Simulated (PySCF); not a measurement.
How methods differ on the ionisation energy of Mg

Mg [Ne] 3s2 (1S) → Mg+ [Ne] 3s1 (2S), as a difference of total energies. All numbers are calculated (PySCF 2.14, the spin-free X2C one-electron Hamiltonian (Gaussian nucleus), in cc-pVDZ-DK). Correlated levels: valence: [Ne] frozen. The calculations carry no spin-orbit coupling.

| method | ionisation energy (eV) |
| --- | --- |
| UHF | 6.634 |
| M06-2X | 7.795 |
| MN15 | 7.642 |
| SCS-MP2 (valence) | 7.331 |

Q: Estimate what CCSD (valence) gives.

A: 7.527 eV, closest to MN15 among the rows shown.

Q: Estimate what MP2 (valence) gives.

A: 7.215 eV, closest to SCS-MP2 (valence) among the rows shown.

Errors of the correlated levels include the incompleteness of this basis and the frozen core.

With two correlated electrons CCSD is exact in that space.

For comparison: 7.646 eV (measured; NIST Atomic Spectra Database, ionization energies).
